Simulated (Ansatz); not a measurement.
# C2H5S+ (SMILES C=C[SH2+]): single points off equilibrium

An exercise on one series of results from a longer session: the logs are not shown, and one member is left open.

The runs use Ansatz 0.2.0, Gaussian basis; single points in def2-TZVPP.

Cores are frozen in the correlated methods.

### Starting geometry

SMILES `C=C[SH2+]`, 8 atoms, charge 1, spin multiplicity 1.

Atoms are counted from 1 here; the program's logs count them from 0.

Bond lengths: C1–C2 1.470 Å, C1–H4 0.901 Å, C1–H5 1.140 Å, C2–S3 1.811 Å, C2–H6 1.227 Å, S3–H7 1.288 Å, S3–H8 1.587 Å. Angles: C2–C1–H4 121.0°, C2–C1–H5 130.6°, H4–C1–H5 108.4°, C1–C2–S3 115.9°, C1–C2–H6 111.0°, S3–C2–H6 131.6°, C2–S3–H7 88.4°, C2–S3–H8 93.9°, H7–S3–H8 89.2°.

Coordinates:

```xyz
8
charge 1, multiplicity 1
C    -0.82440    0.78270   -0.81560
C    -0.05790    0.25280    0.32070
S     0.63570   -1.40630    0.10310
H    -0.96500    0.28430   -1.55240
H    -1.30300    1.80500   -0.97660
H     0.17830    1.13420    1.14090
H     1.77980   -0.93710    0.46260
H     0.36380   -1.83560    1.60640
```

Set-up of the first run:

run/in.yaml

```yaml
crystal:
  periodic: [false, false, false]
  atoms:
    - {symbol: C, position_ang: [-0.824400, 0.782700, -0.815600]}
    - {symbol: C, position_ang: [-0.057900, 0.252800, 0.320700]}
    - {symbol: S, position_ang: [0.635700, -1.406300, 0.103100]}
    - {symbol: H, position_ang: [-0.965000, 0.284300, -1.552400]}
    - {symbol: H, position_ang: [-1.303000, 1.805000, -0.976600]}
    - {symbol: H, position_ang: [0.178300, 1.134200, 1.140900]}
    - {symbol: H, position_ang: [1.779800, -0.937100, 0.462600]}
    - {symbol: H, position_ang: [0.363800, -1.835600, 1.606400]}
basis:
  gaussian: {orbitals: def2-TZVPP}
total_charge: 1
correlation: {method: ccsd_t}
output: {forces: true}
```

No record of the launch command was kept for these runs.

Among the steps run: CCSD(T)/def2-TZVPP; PBE0-D4/def2-TZVPP; wB97M-V/def2-TZVPP; r2SCAN-D4/def2-TZVPP; PBE-D4/def2-TZVPP; revPBE-D4/def2-TZVPP; r2SCAN0-D4/def2-TZVPP.

One of the session's tables, all rows but one given; the rest of the session is left out.

| method | RMS force component (eV/Å) | angle to CCSD(T) forces (°) |
| --- | --- | --- |
| CCSD(T) | 4.008 | reference |
| PBE0-D4 | ? | ? |
| wB97M-V | 4.117 | 3.1 |
| r2SCAN-D4 | 4.055 | 2.4 |
| PBE-D4 | 4.028 | 3.2 |
| revPBE-D4 | 4.014 | 2.9 |
| r2SCAN0-D4 | 4.140 | 3.6 |

Estimate the missing values for PBE0-D4.

**Answer.** RMS force component (eV/Å): 4.130; angle to CCSD(T) forces (°): 3.0. In the column «RMS force component (eV/Å)» it lies between wB97M-V (4.117) and r2SCAN0-D4 (4.140).
